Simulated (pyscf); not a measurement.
Thermochemistry of product channels of HO–Ga(Cl)–Cl on the singlet surface, in eV, from CCSD(T)/def2-TZVPP + ΔMP2(QZVPP) energies (ideal gas, 1 atm, RRHO with modes under 100 cm⁻¹ raised to 100, one conformer, R ln 2 for rigid chiral ones). Structures and frequencies: ωB97X-D3(BJ)/def2-SVP in PySCF. Correlated levels are frozen-core, on RHF or UHF. ΔMP2 is the change of the MP2 total energy from the triple- to the quadruple-zeta basis.

```tsv
products	ΔE	ΔH(298 K)	ΔG(298 K)	ΔG(600 K)
O=Ga–Cl + HCl	___	+3.29	+2.92	+2.56
HO–Ga [singlet] + Cl–Cl	___	+4.17	+3.74	+3.32
```

### Question
Some entries are withheld; supply them.

### Answer

- O=Ga–Cl + HCl, ΔE: +3.40
- HO–Ga [singlet] + Cl–Cl, ΔE: +4.24

These are energies of the channels, which say nothing of barriers. The CCSD(T) − MP2 part came from Ansatz, without density fitting, on the same reference. The frozen core leaves the outer d or s,p core shells of the metals and heavy elements correlated in the MP2 and CC values, and def2-TZVPP describes them poorly, which can shift differences by a few kcal/mol. Elements up to Kr have no core potential and no relativistic terms here.
